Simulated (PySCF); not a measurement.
Simulated absorption spectrum

Species: C3H2FOP.
Bonds: F1–C2, C2–C3 (aromatic), C3–P4 (aromatic), P4–C5 (aromatic), C5–O6 (aromatic), C2–O6 (aromatic). Hydrogens: H7 on C3; H8 on C5.

Level of theory: TDDFT wB97X-D/def2-SVPD, vertical, gas phase, core orbitals frozen in the response in PySCF. Isolated species at its GFN2-xTB geometry, gas phase.

Broadening: Gaussians 0.4 eV wide at half height, area fixed by f = 4.319×10⁻⁹ ∫ε dν̃. The width is an assumption, not a result. The curve ends short of the highest state used, and states not computed would add to its high-energy end.

λ (nm), ε (L mol⁻¹ cm⁻¹) and a bar:
```
    175.2      16964 ##############################
    178.9      16204 #############################
    182.6       8021 ##############
    186.3       2319 ####
    190.0        680 #
    193.8        930 ##
    197.5       1652 ###
    201.2       1982 ###
    204.9       1622 ###
    208.6        951 ##
    212.4        484 #
    216.1        562 #
    219.8       1375 ##
    223.5       2916 #####
    227.2       4605 ########
    231.0       5487 ##########
    234.7       5012 #########
    238.4       3624 ######
    242.1       2119 ####
    245.8       1021 ##
    249.5        413 #
    253.3        138 
    257.0         41 
    260.7         11
```

(1) Locate the maxima and give the states behind the curve.

(2) Coming from long wavelengths, where does ε first pass 100 L mol⁻¹ cm⁻¹?

(3) On this curve, what absorbance would a 10⁻⁴ mol/L sample give at 193 nm over a 1 cm path?

## Answers

(1) 232 nm (5.36 eV), ε about 5500, made up of S1 (100%); 201 nm (6.17 eV), ε about 2000, made up of S2 (46%) and S3 (54%); 177 nm (7.01 eV), ε about 18000, made up of S6 (94%) (ε in L mol⁻¹ cm⁻¹; maxima over ε = 5, shares over 10%). The states used: S1 5.36 eV (f 0.082); S2 6.10 eV (f 0.015); S3 6.22 eV (f 0.017); S4 6.24 eV (f 0.0002); S5 6.88 eV (f 0.021); S6 7.02 eV (f 0.254); S7 7.60 eV (f 0.042); S8 7.68 eV (f 0.0046).

(2) At about 254 nm (4.88 eV), 0.48 eV below S1.

(3) 193 nm is 6.424 eV, where ε is about 800 L mol⁻¹ cm⁻¹, so A = ε c l ≈ 0.08 (Beer–Lambert, with the gas-phase spectrum and the assumed width).
